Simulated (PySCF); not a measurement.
# Spin-rotation constants: `C1=CC1`, C₃H₄

Geometry:
| atom | x (Å) | y (Å) | z (Å) |
| --- | --- | --- | --- |
| C1 | -0.572 | 0.683 | -0.088 |
| C2 | -0.609 | -0.608 | 0.024 |
| C3 | 0.761 | 0.002 | 0.010 |
| H4 | -1.088 | 1.635 | -0.185 |
| H5 | -1.178 | -1.532 | 0.089 |
| H6 | 1.343 | 0.066 | 0.944 |
| H7 | 1.396 | -0.094 | -0.886 |

Computed, not measured: PySCF 2.14.0, GIAO B3LYP/6-31G magnetisability, rotational g tensor and spin-rotation constants, non-relativistic, gas phase. Geometry: PBE0-D3(BJ)/def2-SVP.

(1) Give the nuclear spin-rotation constants along the inertial axes (H = +C I·J) beside the isotropic shieldings.

Answers

(1) Rotational constants 29.9301, 22.0660, 13.8893 GHz. A star marks the isotopologue with that one atom substituted, in its own axes.
| atom | isotope | Caa (kHz) | Cbb (kHz) | Ccc (kHz) | mean (kHz) | σ (ppm) |
| --- | --- | --- | --- | --- | --- | --- |
| H4 | 1H | -1.181 | 0.855 | -1.700 | -0.675 | 25.8 |
| H5 | 1H | -1.185 | 0.858 | -1.700 | -0.676 | 25.8 |
| H6 | 1H | -1.510 | -2.418 | -0.593 | -1.507 | 31.3 |
| H7 | 1H | -1.507 | -2.418 | -0.594 | -1.506 | 31.3 |
| C1 | 13C* | 13.236 | 5.745 | 1.170 | 6.717 | 87.2 |
| C3 | 13C* | 5.789 | 2.848 | 0.025 | 2.887 | 190.2 |

For the geometry as given, no vibrational averaging.
